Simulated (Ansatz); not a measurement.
Species: C2H2Cl, charge 0, doublet. C2H2Cl (SMILES ClC=[CH], doublet).
B3LYP-D3(BJ)/def2-TZVP minimum from Ansatz (a first-principles code):
```
C
C 1 1.2939
H 2 1.0745 1 142.67
H 1 1.0812 2 125.45 3 180.00
Cl 1 1.7731 4 111.99 2 -180.00
```
Charge 0, spin multiplicity 2.

Hartree-Fock and MP2 correlation energies in hartree (Ansatz). Open shells are spin-unrestricted; no spin-orbit coupling. Cores are frozen in correlated methods. No relativity. The UHF reference of C2H2Cl ([CH]=CCl, doublet) is spin-contaminated (<S^2> up to 0.20 over the pure value in the sets run).

```csv
basis,X,E(HF),"E(corr, MP2)"
cc-pV(T+d)Z,3,-536.35607,-0.46418
cc-pV(Q+d)Z,4,-536.36458,-0.50204
cc-pV(5+d)Z,5,-536.36633,withheld
```

Task: Fit E(corr) = E∞ + A/X³ to X = 3 and 4, predict X = 5, and compare with the run.

Result: A = (-0.46418 - (-0.50204))/(1/27 - 1/64) = 1.7682; E∞ = -0.50204 - A/64 = -0.52967; at X = 5, E∞ + A/125 = -0.51552. The run gave -0.51733, 1.81 mEh below the prediction. The same form on X = 4 and 5 gives E∞ = -0.53337, 3.70 mEh below the first estimate.
